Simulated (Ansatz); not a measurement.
Ideal-gas functions of CH₄ClSi (`[CH2][SiH2]Cl`) radical at 400 K and 1 bar, from an Ansatz frequency run at PBE0-D4/def2-TZVP.

Molar mass 79.58 g/mol, point group Cs (symmetry number 1), electronic degeneracy 2, moments of inertia 29.818, 127.087, 147.53 u Å². Harmonic wavenumbers (cm⁻¹, unscaled): 64, 204, 489, 522, 611, 685, 776, 841, 860, 948, 1392, 2246, 2253, 3149, 3247.

Use S(trans) = R[1.5 ln M + 2.5 ln T − 1.1517]; rotational temperatures θ = 24.2544 K / I; S(rot) = R[ln(√π/σ · √(T³/θAθBθC)) + 1.5]; for each mode x = 1.438777 ν̃/T, S = R[x/(eˣ − 1) − ln(1 − e⁻ˣ)] and H = RT x/(eˣ − 1); 1 cm⁻¹ = 0.0119627 kJ/mol; R = 8.31446 J/(mol·K).

Q: By hand: the entropy, in J/(mol·K).

A: Translation 169.5. Rotation: θ = 0.8134, 0.1908, 0.1644 K, giving 107.2. Vibration, mode by mode: 20.54, 11.07, 4.61, 4.20, 3.26, 2.65, 2.04, 1.70, 1.61, 1.25, 0.34, 0.02, 0.02, 0.00, 0.00, in all 53.3. Electronic 5.8. Sum 335.8 J/(mol·K).

Q: By hand: H − E and G − E in kJ/mol, counted from the electronic energy.

A: Zero-point energy ½ × 18287 × 0.0119627 = 109.4; thermal vibration 11.4; translation, rotation and pV give 4 RT = 13.3. H − E = 134.1 kJ/mol, and G − E = 134.1 − 400 × 335.8/1000 = -0.2 kJ/mol.

Vibration gives 16 % of the entropy, 20.5 J/(mol·K) of it from the mode under 150 cm⁻¹: soft modes count most, and the harmonic formula is weakest for them.
